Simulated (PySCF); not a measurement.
C5H7 (charge +1).
Atom-mapped SMILES: `[CH3:1][CH2:2][c:3]1[cH:4][cH+:5]1` (hydrogens: H6, H7, H8 on C1; H9, H10 on C2; H11 on C4; H12 on C5)

The calculation used TDDFT CAM-B3LYP/def2-SVPD, vertical, gas phase, core orbitals frozen in the response (PySCF 2.14.0, density-fitted response routines). The structure is a single GFN2-xTB conformer in the gas phase; no vibrational or solvent corrections. Torsions of this conformer, `[CH3:1][CH2:2][c:3]1[cH:4][cH+:5]1`: C1–C2–C3–C4 0°.

Broadening: Gaussians 0.25 eV wide at half height, area fixed by f = 4.319×10⁻⁹ ∫ε dν̃. The cross-section is σ = 3.8235×10⁻²¹ ε cm², given in Mb (10⁻¹⁸ cm²). The width is an assumption, not a result. The curve ends short of the highest state used, and states not computed would add to its high-energy end.

(λ (nm), σ (Mb)): (159.4, 1.50), (161.3, 5.15), (163.1, 8.60), (165.0, 10.24), (166.9, 18.38), (168.8, 37.22), (170.7, 46.84), (172.6, 33.57), (174.5, 14.03), (176.3, 3.85), (178.2, 0.62), (180.1, 0.06), (182.0, 0.01), (183.9, 0.03), (185.8, 0.09), (187.6, 0.22), (189.5, 0.36), (191.4, 0.41), (193.3, 0.31), (195.2, 0.17), (197.1, 0.07), (199.0, 0.02), (200.8, 0.00), (202.7, 0.00)

Task: Locate the maxima and give the states behind the curve.

Result: 191 nm (6.49 eV), ε about 110, made up of S1 (100%); 171 nm (7.27 eV), ε about 12000, made up of S4 (99%) (ε in L mol⁻¹ cm⁻¹; maxima over ε = 5, shares over 10%). The states used: S1 6.49 eV (f 0.0010); S2 6.77 eV (f 0.0000); S3 7.26 eV (f 0.0002); S4 7.27 eV (f 0.113); S5 7.38 eV (f 0.0003); S6 7.58 eV (f 0.020); S7 8.23 eV (f 0.0001); S8 8.38 eV (f 0.0003).

Task: On this curve, what absorbance would a 10⁻³ mol/L sample give at 193 nm over a 1 cm path?

Result: 193 nm is 6.424 eV, where ε is about 88 L mol⁻¹ cm⁻¹, so A = ε c l ≈ 0.088 (Beer–Lambert, with the gas-phase spectrum and the assumed width).

Task: Coming from long wavelengths, where does ε first pass 100 L mol⁻¹ cm⁻¹?

Result: At about 192 nm (6.45 eV), 0.04 eV below S1.

Task: What would ε be at 7.27 eV, the highest of these maxima, with half the width (0.125 eV)?

Result: About 24500 L mol⁻¹ cm⁻¹ against 12300, a factor of about 1.99; a lone state at its own centre would give exactly 2.
